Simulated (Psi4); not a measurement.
# BF (SMILES [B]F): OMP2/def2-TZVPPD (density fitting for correlation), part 2 of 2

Psi4 1.11. Earlier steps stand in the parts before.

### 3 The doublet anion, same level

job.py

```python
import psi4

psi4.set_memory(2200000000)
psi4.set_num_threads(1)
psi4.set_output_file('output.dat', False)

molecule = psi4.geometry("""
-1 2
B
F 1 1.26309
units angstrom
symmetry c1
no_reorient
no_com
""")

options = {'basis': 'def2-TZVPPD', 'reference': 'uhf', 'puream': True, 'e_convergence': 1e-09, 'd_convergence': 1e-08, 'scf_type': 'pk', 'num_frozen_docc': 2, 'maxiter': 100}
psi4.set_options(options)

energy_value, wavefunction = psi4.energy("omp2", return_wfn=True)
print(f'total energy {energy_value:.8f} hartree = {energy_value * 27.211386:.5f} eV')
```

Started as:

```bash
$ python job.py
```

output.dat:

```text
Psi4 1.11 release

   => Loading Basis Set <=

    Name: DEF2-TZVPPD
    Role: ORBITAL
    Keyword: BASIS

         ---------------------------------------------------------
                                   SCF
                              UHF Reference
                        1 Threads,   2098 MiB Core
         ---------------------------------------------------------

  ==> Geometry <==

    Molecular point group: c1
    Full point group: C_inf_v

    Geometry (in Angstrom), charge = -1, multiplicity = 2:

       Center              X                  Y                   Z               Mass
    ------------   -----------------  -----------------  -----------------  -----------------
         B            0.000000000000     0.000000000000    -0.799684288877    11.009305360000
         F            0.000000000000     0.000000000000     0.463405711123    18.998403162730

  Running in c1 symmetry.

  Rotational constants: A = ************  B =      1.51595  C =      1.51595 [cm^-1]
  Rotational constants: A = ************  B =  45446.91637  C =  45446.91637 [MHz]
  Nuclear repulsion =   18.852951476260600

  Charge       = -1
  Multiplicity = 2
  Electrons    = 15
  Nalpha       = 8
  Nbeta        = 7

  ==> Algorithm <==

  SCF Algorithm Type is PK.
  DIIS enabled.
  MOM disabled.
  Fractional occupation disabled.
  Guess Type is SAD.
  Energy threshold   = 1.00e-09
  Density threshold  = 1.00e-08
  Integral threshold = 1.00e-12

  ==> Primary Basis <==

  Basis Set: DEF2-TZVPPD
    Blend: DEF2-TZVPPD
    Number of shells: 27
    Number of basis functions: 77
    Number of Cartesian functions: 89
    Spherical Harmonics?: true
    Max angular momentum: 3

  ==> Integral Setup <==

  Using in-core PK algorithm.
   Calculation information:
      Number of atoms:                   2
      Number of AO shells:              27
      Number of primitives:             45
      Number of atomic orbitals:        89
      Number of basis functions:        77

      Integral cutoff                 1.00e-12
      Number of threads:                 1

  Performing in-core PK
  Using 9021012 doubles for integral storage.
  We computed 71222 shell quartets total.
  Whereas there are 71631 unique shell quartets.

  ==> DiskJK: Disk-Based J/K Matrices <==

    J tasked:                  Yes
    K tasked:                  Yes
    wK tasked:                  No
    Memory [MiB]:             1573
    Schwarz Cutoff:          1E-12

  Minimum eigenvalue in the overlap matrix is 4.2087383224E-04.
  Reciprocal condition number of the overlap matrix is 7.6050242589E-05.
    Using symmetric orthogonalization.

  ==> Pre-Iterations <==

  SCF Guess: Superposition of Atomic Densities via on-the-fly atomic UHF (no occupation information).

   -------------------------
    Irrep   Nso     Nmo
   -------------------------
     A         77      77
   -------------------------
    Total      77      77
   -------------------------

  ==> Iterations <==

                        Total Energy        Delta E     RMS |[F,P]|

   @UHF iter SAD:  -123.40181207643342   -1.23402e+02   0.00000e+00
   @UHF iter   1:  -124.05198819288447   -6.50176e-01   3.97570e-03 ADIIS/DIIS
   @UHF iter   2:  -124.09032596747096   -3.83378e-02   2.37827e-03 ADIIS/DIIS
   @UHF iter   3:  -124.09916215687349   -8.83619e-03   3.52514e-04 ADIIS/DIIS
   @UHF iter   4:  -124.09985712755106   -6.94971e-04   1.25728e-04 ADIIS/DIIS
   @UHF iter   5:  -124.10005660958433   -1.99482e-04   5.62607e-05 DIIS
   @UHF iter   6:  -124.10012211258670   -6.55030e-05   3.48258e-05 DIIS
   @UHF iter   7:  -124.10016958765594   -4.74751e-05   1.91915e-05 DIIS
   @UHF iter   8:  -124.10018893000462   -1.93423e-05   5.35500e-06 DIIS
   @UHF iter   9:  -124.10018985850985   -9.28505e-07   1.66049e-06 DIIS
   @UHF iter  10:  -124.10018991336504   -5.48552e-08   3.52448e-07 DIIS
   @UHF iter  11:  -124.10018991589138   -2.52633e-09   1.21227e-07 DIIS
   @UHF iter  12:  -124.10018991619314   -3.01767e-10   4.03178e-08 DIIS
   @UHF iter  13:  -124.10018991622384   -3.06954e-11   1.16353e-08 DIIS
   @UHF iter  14:  -124.10018991622610   -2.25953e-12   4.44637e-09 DIIS
  Energy and wave function converged.

  ==> Post-Iterations <==

   @Spin Contamination Metric:   1.711454681E-02
   @S^2 Expected:                7.500000000E-01
   @S^2 Observed:                7.671145468E-01
   @S   Expected:                5.000000000E-01
   @S   Observed:                5.000000000E-01

    Orbital Energies [Eh]
    ---------------------

    Alpha Occupied:

       1A    -26.105298     2A     -7.415041     3A     -1.438996
       4A     -0.596165     5A     -0.514756     6A     -0.485060
       7A     -0.157428     8A      0.037748

    Alpha Virtual:

       9A      0.202210    10A      0.245494    11A      0.276938
      12A      0.315512    13A      0.333423    14A      0.350305
      15A      0.352669    16A      0.354373    17A      0.396783
[... 19 lines of this table left out ...]
      75A      9.808404    76A     15.103254    77A     59.613948

    Beta Occupied:

       1A    -26.099873     2A     -7.409662     3A     -1.426621
       4A     -0.585951     5A     -0.481700     6A     -0.471529
       7A     -0.108984

    Beta Virtual:

       8A      0.206069     9A      0.247759    10A      0.282311
      11A      0.297726    12A      0.337371    13A      0.355995
      14A      0.357745    15A      0.370611    16A      0.374298
[... 19 lines of this table left out ...]
      74A      9.629143    75A      9.813063    76A     15.106558
      77A     59.617084

    Final Occupation by Irrep:
              A
    DOCC [     7 ]
    SOCC [     1 ]
    NA   [     8 ]
    NB   [     7 ]

  @UHF Final Energy:  -124.10018991622610

   => Energetics <=

    Nuclear Repulsion Energy =             18.8529514762605999
    One-Electron Energy =                -212.6469668857664317
    Two-Electron Energy =                  69.6938254932797463
    Total Energy =                       -124.1001899162260997

  UHF NO Occupations:
  HONO-2 :    6  A 1.9996872
  HONO-1 :    7  A 1.9917709
  HONO-0 :    8  A 1.0000000
  LUNO+0 :    9  A 0.0082291
  LUNO+1 :   10  A 0.0003128
  LUNO+2 :   11  A 0.0000298
  LUNO+3 :   12  A 0.0000108

Computation Completed

Properties will be evaluated at   0.000000,   0.000000,   0.000000 [a0]

Properties computed using the SCF density matrix

 Multipole Moments:

 ------------------------------------------------------------------------------------
     Multipole            Electronic (a.u.)      Nuclear  (a.u.)        Total (a.u.)
 ------------------------------------------------------------------------------------

 L = 1.  Multiply by 2.5417464519 to convert [e a0] to [Debye]
 Dipole X            :          0.0000000            0.0000000            0.0000000
 Dipole Y            :          0.0000000            0.0000000            0.0000000
 Dipole Z            :          1.8285895            0.3254674            2.1540570
 Magnitude           :                                                    2.1540570

 ------------------------------------------------------------------------------------

	total time  =          2 seconds =       0.03 minutes
  Constructing Basis Sets for DFOCC...

   => Loading Basis Set <=

    Name: (DEF2-TZVPPD AUX)
    Role: JKFIT
    Keyword: DF_BASIS_SCF

   => Loading Basis Set <=

    Name: (DEF2-TZVPPD AUX)
    Role: RIFIT
    Keyword: DF_BASIS_CC

  Module DFOCC Options:
  ----------------------------------------------------------------------------
  ACTIVE                        => (empty)
  BASIS_RELATIVISTIC            => (empty)
  BENCH                         => (empty)
  CC_DIIS_MAX_VECS              => (empty)
  CC_DIIS_MIN_VECS              => (empty)
  CC_LAMBDA                     => (empty)
  CC_MAXITER                    => (empty)
  CC_TYPE                       => (empty)
  CHOLESKY                      => FALSE           !
  CHOLESKY_TOLERANCE            => (empty)
  CI_TYPE                       => (empty)
  COMPUT_S2                     => (empty)
  CUBEPROP_BASIS_FUNCTIONS      => (empty)
  CUBEPROP_FILEPATH             => (empty)
  CUBEPROP_ISOCONTOUR_THRESHOLD => (empty)
  CUBEPROP_ORBITALS             => (empty)
  CUBEPROP_TASKS                => (empty)
  CUBIC_BASIS_TOLERANCE         => (empty)
  CUBIC_BLOCK_MAX_POINTS        => (empty)
  CUBIC_GRID_OVERAGE            => (empty)
  CUBIC_GRID_SPACING            => (empty)
  CUTOFF                        => (empty)
  DDX                           => (empty)
  DEBUG                         => (empty)
  DERTYPE                       => (empty)
  DF_BASIS_CC                   => (empty)
  DIE_IF_NOT_CONVERGED          => (empty)
  DKH_ORDER                     => (empty)
  DOCC                          => (empty)
  DO_DIIS                       => (empty)
  DO_LEVEL_SHIFT                => (empty)
  DO_SCS                        => FALSE           !
  DO_SOS                        => FALSE           !
  E3_SCALE                      => (empty)
  EKT_IP                        => (empty)
  EXTERNAL_POTENTIAL_SYMMETRY   => (empty)
  E_CONVERGENCE                 => 1e-09           !
  FREEZE_CORE                   => (empty)
  FREEZE_CORE_POLICY            => (empty)
  FROZEN_DOCC                   => (empty)
  FROZEN_UOCC                   => (empty)
  HESS_TYPE                     => (empty)
  INTEGRAL_CUTOFF               => (empty)
  INTEGRAL_PACKAGE              => (empty)
  LEVEL_SHIFT                   => (empty)
  LINEQ_SOLVER                  => (empty)
  LITERAL_CFOUR                 => (empty)
  LS_THC_BASIS_TOLERANCE        => (empty)
  LS_THC_DF                     => (empty)
  LS_THC_PRUNING_SCHEME         => (empty)
  LS_THC_RADIAL_POINTS          => (empty)
  LS_THC_SPHERICAL_POINTS       => (empty)
  LS_THC_S_EPSILON              => (empty)
  LS_THC_WEIGHTS_TOLERANCE      => (empty)
  MAT_NUM_COLUMN_PRINT          => (empty)
  MAX_MOGRAD_CONVERGENCE        => (empty)
  MAX_RADIAL_MOMENT             => (empty)
  MBIS_D_CONVERGENCE            => (empty)
  MBIS_MAXITER                  => (empty)
  MBIS_PRUNING_SCHEME           => (empty)
  MBIS_RADIAL_POINTS            => (empty)
  MBIS_SPHERICAL_POINTS         => (empty)
  MOLDEN_WITH_VIRTUAL           => (empty)
  MOLDEN_WRITE                  => (empty)
  MO_DIIS_NUM_VECS              => (empty)
  MO_MAXITER                    => (empty)
  MO_STEP_MAX                   => (empty)
  MP2_AMP_TYPE                  => (empty)
  MP2_OS_SCALE                  => (empty)
  MP2_SOS_SCALE                 => (empty)
  MP2_SOS_SCALE2                => (empty)
  MP2_SS_SCALE                  => (empty)
  MP2_TYPE                      => (empty)
  MP_TYPE                       => (empty)
  NAT_ORBS                      => FALSE           !
  NUM_FROZEN_DOCC               => 2               !
  NUM_FROZEN_UOCC               => (empty)
  NUM_GPUS                      => (empty)
  OCC_ORBS_PRINT                => (empty)
  OEPROP                        => (empty)
  OO_SCALE                      => (empty)
  OPT_METHOD                    => (empty)
  ORBITAL_OPTIMIZER_PACKAGE     => (empty)
  ORB_OPT                       => TRUE            !
  ORB_RESP_SOLVER               => (empty)
  ORTH_TYPE                     => (empty)
  PARENT_SYMMETRY               => (empty)
  PCG_BETA_TYPE                 => (empty)
  PCG_CONVERGENCE               => (empty)
  PCG_MAXITER                   => (empty)
  PCM                           => (empty)
  PE                            => (empty)
  PPL_TYPE                      => (empty)
  PRINT                         => (empty)
  PRINT_NOONS                   => (empty)
  PROPERTIES                    => (empty)
  PROPERTIES_ORIGIN             => (empty)
  PUREAM                        => TRUE            !
  QCHF                          => (empty)
  QC_MODULE                     => (empty)
  RAS1                          => (empty)
  RAS2                          => (empty)
  RAS3                          => (empty)
  RAS4                          => (empty)
  READ_SCF_3INDEX               => (empty)
  REGULARIZATION                => (empty)
  REG_PARAM                     => (empty)
  RELATIVISTIC                  => (empty)
  REMP_A                        => (empty)
  RESTRICTED_DOCC               => (empty)
  RESTRICTED_UOCC               => (empty)
  RMS_MOGRAD_CONVERGENCE        => (empty)
  R_CONVERGENCE                 => (empty)
  SCF_TYPE                      => PK              !
  SCREENING                     => (empty)
  SCS_TYPE                      => (empty)
  SOCC                          => (empty)
  SOS_TYPE                      => (empty)
  TRIPLES_IABC_TYPE             => (empty)
  WFN                           => (empty)
  WFN_TYPE                      => DF-OMP2         !
  WRITER_FILE_LABEL             => (empty)
  ZORA_BASIS_TOLERANCE          => (empty)
  ZORA_NR_DEBUG                 => (empty)
  ZORA_PRUNING_SCHEME           => (empty)
  ZORA_RADIAL_POINTS            => (empty)
  ZORA_SPHERICAL_POINTS         => (empty)

	Warning: cc_lambda option is changed to TRUE
	For this residual convergence, default PCG convergence is:     1.00e-07
	For this energy convergence, default RMS orbital gradient is:     3.16e-07
	For this energy convergence, default MAX orbital gradient is:     2.00e-06

 ==============================================================================
 ==============================================================================
 ==============================================================================

                      DF-OMP2 (DF-OO-MP2)

 ==============================================================================
 ==============================================================================
 ==============================================================================

	MO Hessian type is changed to 'APPROX_DIAG'
	MO spaces...

	 FC   AOCC   BOCC  AVIR   BVIR   FV
	------------------------------------------
	  2     6     5    69     70     0
	Number of basis functions in the DF-HF basis: 152
	Number of basis functions in the DF-CC basis: 184

	Minimum required memory for amplitudes:      3.92 MB

	Computing DF-MP2 energy using SCF MOs (Canonical DF-MP2)...
	=======================================================================
	Nuclear Repulsion Energy (a.u.)    :    18.85295147626060
	DF-HF Energy (a.u.)                :  -124.10018991622610
	REF Energy (a.u.)                  :  -124.10018991622610
	Alpha-Alpha Contribution (a.u.)    :    -0.04446361279784
	Alpha-Beta Contribution (a.u.)     :    -0.24784680309292
	Beta-Beta Contribution (a.u.)      :    -0.03925286038553
	Scaled_SS Correlation Energy (a.u.):    -0.02790549106112
	Scaled_OS Correlation Energy (a.u.):    -0.29741616371150
	DF-SCS-MP2 Total Energy (a.u.)     :  -124.42551157099872
	DF-SOS-MP2 Total Energy (a.u.)     :  -124.42239076024688
	DF-SCS(N)-MP2 Total Energy (a.u.)  :  -124.24753090902884
	DF-MP2 Correlation Energy (a.u.)   :    -0.33156327627629
	DF-MP2 Total Energy (a.u.)         :  -124.43175319250238
	=======================================================================

	Number of alpha independent-pairs:564
	Number of beta independent-pairs :500

 ==============================================================================
 ================ Performing DF-OMP2 iterations... ============================
 ==============================================================================
	            Minimizing DF-MP2-L Functional
	            ------------------------------
 Iter       E_total           DE           RMS MO Grad      MAX MO Grad      RMS T2
 ----    ---------------    ----------     -----------      -----------     ----------
	successfully fired up coupled DIIS...
   1     -124.4362778217     -4.43e-03       1.98e-03         1.27e-02        3.12e-05
   2     -124.4355057456      7.72e-04       2.10e-03         3.59e-02        1.46e-05
   3     -124.4370172401     -1.51e-03       5.93e-04         6.61e-03        1.48e-05
[... 23 lines of this table left out ...]
  27     -124.4371047036     -1.62e-12       4.98e-08         1.00e-06        2.69e-10

 ==============================================================================
 ======================== DF-OMP2 ITERATIONS ARE CONVERGED ====================
 ==============================================================================

	Computing MP2 energy using optimized MOs...
	=======================================================================
	Nuclear Repulsion Energy (a.u.)    :    18.85295147626060
	DF-HF Energy (a.u.)                :  -124.10018991622610
	REF Energy (a.u.)                  :  -124.09449125850604
	Alpha-Alpha Contribution (a.u.)    :    -0.04614492786786
	Alpha-Beta Contribution (a.u.)     :    -0.25529793733223
	Beta-Beta Contribution (a.u.)      :    -0.04117057988558
	Scaled_SS Correlation Energy (a.u.):    -0.02910516925115
	Scaled_OS Correlation Energy (a.u.):    -0.30635752479868
	DF-SCS-MP2 Total Energy (a.u.)     :  -124.42995395255585
	DF-SOS-MP2 Total Energy (a.u.)     :  -124.40084878330471
	DF-SCS(N)-MP2 Total Energy (a.u.)  :  -124.24816655215209
	DF-MP2 Correlation Energy (a.u.)   :    -0.33691478736560
	DF-MP2 Total Energy (a.u.)         :  -124.43710470359170
	=======================================================================

	=======================================================================
	================ DF-OMP2 FINAL RESULTS ================================
	=======================================================================
	Nuclear Repulsion Energy (a.u.)    :    18.85295147626060
	DF-HF Energy (a.u.)                :  -124.10018991622610
	REF Energy (a.u.)                  :  -124.09449125850604
	DF-SCS-OMP2 Total Energy (a.u.)    :  -124.42995395255585
	DF-SOS-OMP2 Total Energy (a.u.)    :  -124.40084878330471
	DF-SCS(N)-OMP2 Total Energy (a.u.) :  -124.24816655215209
	DF-OMP2 Correlation Energy (a.u.)  :    -0.33691478734018
	Edfomp2 - Eref (a.u.)              :    -0.34261344506024
	DF-OMP2 Total Energy (a.u.)        :  -124.43710470356628
	=======================================================================

	total time  =          7 seconds =       0.12 minutes
```

The script printed:

```text
total energy -124.43710470 hartree = -3386.10609 eV
```

Wall time 9.9 s (1 thread of Intel Xeon 6975P-C (Granite Rapids), shared host); peak memory 0.26 GiB.

### 4 Summary of results

This closing draws on all 2 parts.

Level: OMP2/def2-TZVPPD (density fitting for correlation), 2 core orbitals frozen.

| quantity | value |
| --- | --- |
| singlet BF: total energy | -124.48893 Eh |
| singlet BF: HOMO energy (Hartree–Fock orbitals) | -11.02 eV |
| singlet BF: LUMO energy (Hartree–Fock orbitals) | 1.57 eV |
| singlet BF: HOMO–LUMO gap (Hartree–Fock orbitals) | 12.60 eV |
| singlet BF: correlation energy (2 core orbitals frozen) | -326.5 mEh |
| doublet anion: total energy | -124.43710 Eh |
| doublet anion: HOMO energy (Hartree–Fock orbitals) (highest over α and β) | 1.03 eV |
| doublet anion: LUMO energy (Hartree–Fock orbitals) (lowest over α and β) | 5.50 eV |
| doublet anion: correlation energy (2 core orbitals frozen) | -336.9 mEh |
| doublet anion: ⟨S²⟩ of the reference determinant | 0.767 |
| vertical electron affinity (to the doublet anion) | -1.410 eV |

The anion lies 1.41 eV (33 kcal/mol) above the neutral: the electron isn't bound at this level, and such a value depends on the basis. The HOMO (doublet anion) lies at positive energy, 1.03 eV: the electron is unbound at this level or held by a compact basis; values depend on the basis.
